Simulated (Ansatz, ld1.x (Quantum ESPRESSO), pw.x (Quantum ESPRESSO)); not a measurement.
pw.x on fcc Pt: one setting changed

Potential: ultrasoft, ld1.x (Quantum ESPRESSO) 7.5, PBE; core [Kr] 4d10 4f14 5s2, reference 5p6 5d9 6s1 6p0; waves: 6s (bound): rcut 1.85, rcutus 2.40 bohr; 6s channel at 1.3 Ry: rcut 1.85, rcutus 2.40 bohr; 5p (bound): rcut 1.65, rcutus 1.80 bohr; 6p (bound, empty): rcut 1.65, rcutus 1.80 bohr; 5d (bound): rcut 1.90, rcutus 2.45 bohr; 5d channel at 0.75 Ry: rcut 1.90, rcutus 2.45 bohr; local part: all-electron potential smoothed inside 1.90 bohr (lloc = -2); core correction: a·sin(br)/r model core inside 0.90 bohr; augmentation: PSQ, radius 1.65 bohr.

The reference run (k-mesh 14³, cutoffs 55/440 Ry, Fermi–Dirac 0.01 Ry, mixing_beta 0.4, conv_thr 1e-9, no spin) gives 3.21 GPa at 15.640 Å³/atom, where all-electron LAPW gives 0.53 GPa. This run, with its own iteration cap, changes k-mesh points per axis to 20.

```
&control
  calculation='scf', prefix='x', pseudo_dir='./', outdir='./tmp', tstress=.true., disk_io='none'
/
&system
  ibrav=0, nat=1, ntyp=1, ecutwfc=55, ecutrho=440, nbnd=16,
  occupations='smearing', smearing='fd', degauss=0.01
/
&electrons
  conv_thr=1e-09, mixing_beta=0.4, electron_maxstep=70
/
ATOMIC_SPECIES
Pt 1.0 Pt.UPF
CELL_PARAMETERS angstrom
  0.00000000 1.98488607 1.98488607
  1.98488607 0.00000000 1.98488607
  1.98488607 1.98488607 0.00000000
ATOMIC_POSITIONS crystal
Pt 0.0000 0.0000 0.0000
K_POINTS automatic
20 20 20 0 0 0
```

```bash
pw.x < Pt.scf.in > Pt.scf.out
```

Question: How does the run end?

Answer: It converges in 11 iterations; the free energy moves by +4.1 meV/atom and the pressure by +0.10 GPa.

```
Message from routine setup:
     using ibrav=0 with symmetry is DISCOURAGED, use correct ibrav instead
     lattice parameter (alat)  =       5.3046  a.u.
     unit-cell volume          =     105.5440 (a.u.)^3
     number of electrons       =        16.00
     number of Kohn-Sham states=           16
     kinetic-energy cutoff     =      55.0000  Ry
     charge density cutoff     =     440.0000  Ry
     scf convergence threshold =      1.0E-09
     Exchange-correlation= PBE
     number of k points=   256  Fermi-Dirac smearing, width (Ry)=  0.0100
     iteration #  1     ecut=    55.00 Ry     beta= 0.40
     negative rho (up, down):  2.207E-04 0.000E+00
     total energy              =    -198.12232281 Ry
     estimated scf accuracy    <       0.09591464 Ry
     iteration #  2     ecut=    55.00 Ry     beta= 0.40
     negative rho (up, down):  9.914E-04 0.000E+00
     total energy              =    -198.14019403 Ry
     estimated scf accuracy    <       0.00184875 Ry
     iteration #  3     ecut=    55.00 Ry     beta= 0.40
     c_bands:  1 eigenvalues not converged
     negative rho (up, down):  1.791E-03 0.000E+00
     total energy              =    -198.14146495 Ry
     estimated scf accuracy    <       0.00147616 Ry
     iteration #  4     ecut=    55.00 Ry     beta= 0.40
     negative rho (up, down):  2.432E-03 0.000E+00
     total energy              =    -198.14171517 Ry
     estimated scf accuracy    <       0.00073570 Ry
     iteration #  5     ecut=    55.00 Ry     beta= 0.40
     negative rho (up, down):  2.435E-03 0.000E+00
     total energy              =    -198.14178197 Ry
     estimated scf accuracy    <       0.00003653 Ry
     iteration #  6     ecut=    55.00 Ry     beta= 0.40
     negative rho (up, down):  2.409E-03 0.000E+00
     total energy              =    -198.14179494 Ry
     estimated scf accuracy    <       0.00000023 Ry
     iteration #  7     ecut=    55.00 Ry     beta= 0.40
     negative rho (up, down):  2.354E-03 0.000E+00
     total energy              =    -198.14179567 Ry
     estimated scf accuracy    <       0.00000026 Ry
     iteration #  8     ecut=    55.00 Ry     beta= 0.40
     negative rho (up, down):  2.387E-03 0.000E+00
     total energy              =    -198.14179553 Ry
     estimated scf accuracy    <       0.00000097 Ry
     iteration #  9     ecut=    55.00 Ry     beta= 0.40
     negative rho (up, down):  2.392E-03 0.000E+00
     total energy              =    -198.14179569 Ry
     estimated scf accuracy    <          5.1E-09 Ry
     iteration # 10     ecut=    55.00 Ry     beta= 0.40
     negative rho (up, down):  2.388E-03 0.000E+00
     total energy              =    -198.14179570 Ry
     estimated scf accuracy    <          2.3E-09 Ry
     iteration # 11     ecut=    55.00 Ry     beta= 0.40
     negative rho (up, down):  2.388E-03 0.000E+00
     the Fermi energy is    21.3786 ev
!    total energy              =    -198.14179570 Ry
     estimated scf accuracy    <          1.0E-10 Ry
     smearing contrib. (-TS)   =      -0.00717335 Ry
     The total energy is F=E-TS. E is the sum of the following terms:
     one-electron contribution =     -24.07299770 Ry
     hartree contribution      =      26.06665424 Ry
     xc contribution           =     -43.66883073 Ry
     ewald contribution        =    -156.45944816 Ry
     convergence has been achieved in  11 iterations
     negative rho (up, down):  2.388E-03 0.000E+00
          total   stress  (Ry/bohr**3)                   (kbar)     P=       33.12
     Message from routine punch:
     Nothing written, as per user request (disk_io='none')
```

The run took about 53 s on one core of a shared host (Neoverse-V1, 32 threads, 247 GiB, load 9).
